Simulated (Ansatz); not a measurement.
## H₂O₂, singlet: the ladder up to RCCSDTQ

Geometry: MP2(full)/6-31G*, from the G2/97 set.

```xyz
4

O     0.0000    0.7341   -0.0281
O     0.0000   -0.7341   -0.0281
H     0.8395    0.8808    0.4466
H    -0.8395   -0.8808    0.4466
```

Basis 6-31G* (Cartesian d functions); Ansatz 0.2.0. Only valence electrons are correlated (noble-gas cores frozen), which leaves 14 electrons in 32 orbitals. R marks a restricted (for open shells ROHF) determinant. Active spaces: valence = (14e, 10o) chosen from the atoms' valence shells.

Full CI isn't at hand for all of this; RCCSDTQ serves as the reference, and is uncertain by about the last step of the cluster series.

```
UHF ⟨S²⟩                          : 0.000
T1 diagnostic (RCCSD)             : 0.0098
largest doubles amplitude (RCCSD) : 0.045
```

Q: From what is known of these methods and the diagnostics, rank them by the size of their error in total energy against RCCSDTQ in 6-31G*, smallest first (an estimate: the text doesn't fix the numbers).
A. MRCISD (valence space)
B. RCCSDT
C. RCCSD
D. CASSCF (valence space)
E. MRCISD+Q(relaxed) (valence space)

A: E (0.8 kJ/mol), B (3.7 kJ/mol), C (26.0 kJ/mol), A (50.0 kJ/mol), D (735.9 kJ/mol).

All errors are against RCCSDTQ in 6-31G*. Within each family the higher level lies nearer, as is usual though not guaranteed.

Natural occupations of CASSCF (valence space) about the gap: 1.998 1.997 1.976 1.974 1.929 0.075 0.026 0.026; effectively unpaired electrons, Σ n²(2−n)², 0.05.

Atomization energy (electronic, same basis, no zero-point term; atoms at the same level, unrestricted beside the R rows where the molecule is a closed shell, with restricted open-shell steps beyond CCSDT(Q)) at RCCSDTQ: 952.3 kJ/mol. Errors of other levels:

```tsv
level	error (kJ/mol)
RHF	-438.3
RMP2	28.6
CISD	-89.8
RCCSD	-20.4
RCCSD(T)	-3.2
BCCD(T)	-3.0
RCCSDT	-3.4
CISDTQ	-5.6
RCCSDT(Q)	0.4
CASSCF (valence space)	-116.9
NEVPT2 (valence space)	29.3
MRCISD (valence space)	-33.6
MRCISD+Q (valence space)	-8.4
MRCISD+Q(relaxed) (valence space)	-4.3
```

This basis is far from its limit, so the value isn't to be set against a measured one. Truncated CI isn't size-consistent, which counts against it in atomization.
